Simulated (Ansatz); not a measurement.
# Molecular dynamics of CH₄BO

Input file:

```yaml
crystal:
  periodic: [false, false, false]
  atoms:
    - { symbol: B, position_ang: [-1.315563, -0.103734, -0.025385] }
    - { symbol: C, position_ang: [0.165485, -0.117782, -0.183409] }
    - { symbol: O, position_ang: [1.016036, -1.047545, 0.441941] }
    - { symbol: H, position_ang: [-1.992156, 0.61337, -0.652184] }
    - { symbol: H, position_ang: [0.705038, 0.638891, -0.804741] }
    - { symbol: H, position_ang: [-0.528191, 0.636039, 0.818154] }
    - { symbol: H, position_ang: [1.949362, -0.619238, 0.405613] }
magnetization:
  spin_polarized: true
  initial_magnetization: 1
basis:
  gaussian: { orbitals: STO-3G }
hamiltonian:
  xc: b3lyp
  dispersion: d4
md:
  timestep: 0.5
  n_steps: 200
  ensemble: nve
  temperature: 300.0
  initial_velocities: maxwell_boltzmann
  seed: 8112
```

Run as:

```bash
$ ansatz run input.yaml --threads 1 --pin off --max-ram 2048MiB --backend cpu --events-out ev --progress --plain --runs-dir out
```

It starts at the highest image of a converged band. Of that band: Neighbouring images differ by up to 1.2 eV, so the band resolves the path poorly. A vibrational analysis at the climbing image gives one clearly imaginary mode, 920i cm⁻¹: a first-order saddle point.

Output, in part (step lines, the closing report, with atoms numbered from 0):

```
md step     0: t =     0.00 fs  T =   300.0 K  F+E_penalty+E_count = -3771.07275885 eV  E_kin = 0.193890 eV  conserved = -3770.87886885 eV  (24 SCF iters)
[... lines left out ...]
Total energy: -3771.77004297 eV, -138.6099924816 hartree
Atom 0 at    -1.189304     0.115879     0.094285 Å, force    -0.286867    -2.654780    -3.493281 eV/Å
Atom 1 at     0.251230    -0.132788    -0.326113 Å, force    -1.056999     0.993696     2.476246 eV/Å
Atom 2 at     0.931576    -1.066588     0.457710 Å, force     1.213219     0.423168    -0.080299 eV/Å
Atom 3 at    -1.918161    -0.238734    -0.738666 Å, force    -0.652531     2.007245    -1.528477 eV/Å
Atom 4 at     0.860315     0.721779    -0.597385 Å, force     0.795522     0.515170    -1.329066 eV/Å
Atom 5 at    -1.737825    -0.385671     0.902265 Å, force    -0.205781    -0.420082     3.638916 eV/Å
Atom 6 at     1.894533    -0.702434     0.367402 Å, force     0.193438    -0.864417     0.315960 eV/Å
Dipole moment:     0.580670     0.248546    -0.024704 e Å
```

The steps, from the saved trajectory:

| time (fs) | T (K) | potential energy less start (eV) | conserved less start (meV/atom) |
| --- | --- | --- | --- |
| 0.0 | 300 | 0.000 | 0.00 |
| 3.0 | 194 | 0.070 | 0.12 |
| 6.0 | 147 | 0.100 | 0.08 |
| 9.0 | 165 | 0.088 | 0.09 |
| 12.0 | 320 | -0.012 | 0.13 |
| 15.0 | 800 | -0.321 | 0.24 |
| 18.0 | 2105 | -1.167 | 0.00 |
| 21.0 | 3370 | -1.987 | -0.39 |
| 24.0 | 3291 | -1.935 | -0.21 |
| 27.0 | 2764 | -1.594 | -0.20 |
| 30.0 | 2075 | -1.147 | 0.04 |
| 33.0 | 1978 | -1.084 | 0.03 |
| 36.0 | 2478 | -1.409 | -0.10 |
| 39.0 | 3123 | -1.826 | -0.17 |
| 42.0 | 3368 | -1.986 | -0.44 |
| 45.0 | 2006 | -1.103 | -0.13 |
| 48.0 | 692 | -0.250 | 0.38 |
| 51.0 | 1629 | -0.859 | -0.11 |
| 54.0 | 2690 | -1.547 | -0.40 |
| 57.0 | 2230 | -1.248 | -0.10 |
| 60.0 | 1772 | -0.951 | -0.02 |
| 63.0 | 1670 | -0.886 | -0.14 |
| 66.0 | 1844 | -0.998 | -0.02 |
| 69.0 | 2710 | -1.559 | -0.18 |
| 72.0 | 3368 | -1.985 | -0.31 |
| 75.0 | 3452 | -2.040 | -0.34 |
| 78.0 | 2531 | -1.443 | -0.10 |
| 81.0 | 1633 | -0.862 | 0.04 |
| 84.0 | 1699 | -0.904 | 0.08 |
| 87.0 | 2500 | -1.423 | -0.20 |
| 90.0 | 2847 | -1.648 | -0.34 |
| 93.0 | 2334 | -1.315 | -0.13 |
| 96.0 | 1895 | -1.033 | -0.31 |
| 99.0 | 1206 | -0.583 | 0.35 |

All steps were run. The conserved energy stayed within 0.45 meV per atom of its start (net change 0.12 meV per atom), so the integration is sound. The system heated up, since it started high on the potential surface and ran downhill. A run of 0.1 ps of so small a system gives no equilibrium averages. Limits of this set-up: minimal basis.

The step under study would form B1–H6 and break C2–H6. These pairs go: B1–H6 1.37 → 1.10 Å, C2–H6 1.43 → 2.35 Å. In the last frame they stand as after the step (other bonds may differ from the relaxed reactants and products). It ends as one piece, CH4BO. Pairs count as bonded within 1.25 times the sum of covalent radii (0.12 Å more for H–H).

Last frame:

```xyz
7
Properties=species:S:1:pos:R:3
B -1.189 0.116 0.094
C 0.251 -0.133 -0.326
O 0.932 -1.067 0.458
H -1.918 -0.239 -0.739
H 0.860 0.722 -0.597
H -1.738 -0.386 0.902
H 1.895 -0.702 0.367
```

The run took 110 s on 1 thread of Intel(R) Xeon(R) 6975P-C (Granite Rapids), with other jobs on the host, peak memory 0.11 GiB.
